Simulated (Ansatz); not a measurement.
Input for Ansatz (development build ahead of 0.2.0):

```yaml
crystal:
  periodic: [false, false, false]
  atoms:
    - { symbol: H, position_ang: [0.0, 0.0, 0.0] }
    - { symbol: H, position_ang: [0.0, 0.0, 1.344] }
    - { symbol: B, position_ang: [0.0, 2.3733, -0.6359] }
basis:
  gaussian: { orbitals: pcseg-2 }
magnetization:
  initial_magnetization: 3
hamiltonian:
  xc: { name: wB97 }
```

The input is written out in the form of the current development build from the run's settings.

Output:

```yaml
Converged: yes
Total_energy: -25.59480 hartree
Spin_squared_of_the_determinant: 3.750
Stability_test: minimum among restricted orbitals
```

Caution: other spin multiplicities may lie lower.
